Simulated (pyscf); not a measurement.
`[CH2]=[Si]([CH3])[CH3]` + `[H][H]` → `[CH2]=[Si]([CH3])[CH3]` + `[H][H]` (concerted two-bond exchange; singlet surface; C–H, H–H broken, C–H, H–H formed). Structures and frequencies: ωB97X-D3(BJ)/def2-SVP in PySCF. Energies in kcal/mol from the separated reactants.

| level | barrier | reaction energy |
|---|---|---|
| ωB97X-D3(BJ)/def2-TZVP | 50.2 | 0.0 |
| PBE/def2-TZVP | 35.8 | 0.0 |
| B3LYP-D3(BJ)/def2-TZVP | ? | 0.0 |
| M06-2X/def2-TZVP | 49.8 | 0.0 |
| ωB97M-D3(BJ)/def2-TZVP | ? | 0.0 |
| HF/def2-TZVP | 72.1 | 0.0 |

Q: What belongs in the gaps?

A: 
- B3LYP-D3(BJ)/def2-TZVP, barrier: 43.7
- ωB97M-D3(BJ)/def2-TZVP, barrier: 48.7

The functionals in the table span 14.4 kcal/mol in this barrier, from PBE to ωB97X-D3(BJ)/def2-TZVP. H₂C=Si(CH₃)–CH₃ lies 7.1 kcal/mol over its isomer H₂C=CH–SiH₂–CH₃ (electronic energy, ωB97M-D3(BJ)/def2-TZVP). One saddle was located; it need not be the lowest between these sides.
